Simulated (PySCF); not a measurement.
**Name the molecule from its bond curve**

A diatomic of charge 0 contains S. Its doublet curve at PBE0 in a double-zeta basis (no relativity, PySCF), in eV from the separated fragments:

R (Å), E (eV) and a bar:
```
    1.393     -2.151 ##########################
    1.458     -2.864 ############
    1.523     -3.253 ####
    1.571     -3.389 #
    1.620     -3.424 
    1.669     -3.383 #
    1.733     -3.240 ####
    1.814     -2.969 #########
    1.912     -2.566 ##################
    2.041     -1.980 ##############################
```

The fit gives ωe = 868 cm⁻¹ and the rotational constant Bₑ = 0.5417 cm⁻¹.

Which atom is the partner?

The minimum lies at 1.616 Å, so the reduced mass is 16.8576 u Å² cm⁻¹/(Bₑ·Re²) = 11.92 u. With S at 31.97 u the partner weighs about 19.0 u: F. The molecule is SF.

The state is the lowest determinant that a PBE0 search found; another state may lie lower at other levels.
